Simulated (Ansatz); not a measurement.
Reaction (cleavage of the Al–B bond): `[BH2][AlH][SiH3]` + NH₃ → `[NH2][AlH][SiH3]` + BH₃

Isolated molecules relaxed with PBE0-D4/def2-TZVP in Ansatz; ΔE leaves out vibrations. CCSD(T)/CBS adds triple-zeta CCSD(T) − MP2 to the extrapolated MP2 energy (def2 sets, frozen cores). This one scheme is used for every species. DFT in def2-TZVPP. B3LYP here is the variant with VWN-RPA as its local correlation; programs differ in this. HSE06 is defined as in plane-wave codes. Each species was taken in one conformer, which may not be the lowest.

```
             level  ΔE (kJ/mol)  difference from CCSD(T)/CBS
       LDA (SPW92)       -109.8                         13.5
         revPBE-D4       -107.5                         15.8
           BLYP-D4       -122.2                          1.1
         r2SCAN-D4       -120.3                          3.0
            B97M-V       -118.3                          5.0
           PBE0-D4       -111.1                         12.2
          B3LYP-D4       -124.6                         -1.3
        r2SCANh-D4       -120.9                          2.4
        r2SCAN0-D4       -121.6                          1.7
          HSE06-D4       -110.7                         12.6
          BHLYP-D4       -129.4                         -6.1
           ωB97M-V       -126.1                         -2.8
            B2PLYP       -128.8                         -5.5
          PBE-QIDH       -121.5                          1.8
               PBE       -106.2                         17.1
            revPBE       -104.1                         19.2
              BLYP       -120.3                          3.0
            r2SCAN       -120.2                          3.1
              PBE0       -110.6                         12.7
             B3LYP       -123.4                         -0.1
           r2SCANh       -120.8                          2.5
           r2SCAN0       -121.5                          1.8
             HSE06       -110.2                         13.1
             BHLYP       -129.1                         -5.8
         CAM-B3LYP       -129.2                         -5.9
           LC-ωPBE       -119.2                          4.1
RPA@PBE/def2-TZVPP       -123.4                         -0.1
       HF/def2-SVP       -130.3                         -7.0
     CCSD/def2-SVP       -124.8                         -1.5
  CCSD(T)/def2-SVP       -125.0                         -1.7
    MP2/def2-TZVPP       -134.3                        -11.0
SCS-MP2/def2-TZVPP       -133.9                        -10.6
   CCSD/def2-TZVPP       -123.5                         -0.2
CCSD(T)/def2-TZVPP       -123.3                          0.0
     HF/def2-QZVPP       -133.0                         -9.7
    MP2/def2-QZVPP       -134.6                        -11.3
SCS-MP2/def2-QZVPP       -134.2                        -10.9
      HF/CBS(def2)       -133.1                         -9.8
     MP2/CBS(def2)       -134.3                        -11.0
    CCSD/CBS(def2)       -123.6                         -0.3
       CCSD(T)/CBS       -123.3                            0
```

Largest T1 diagnostic among the species: 0.013.

From BLYP to BHLYP (50 % exact exchange), in def2-TZVPP and without D4, ΔE moves by −8.7 kJ/mol. Leaving LDA and LC-ωPBE aside and taking each functional with its dispersion term where it has one, the values, not all of them listed here, spread over 22.8 kJ/mol, from CAM-B3LYP-D4 to PBE-D4. LDA lies −3.6 kJ/mol from PBE without D4.
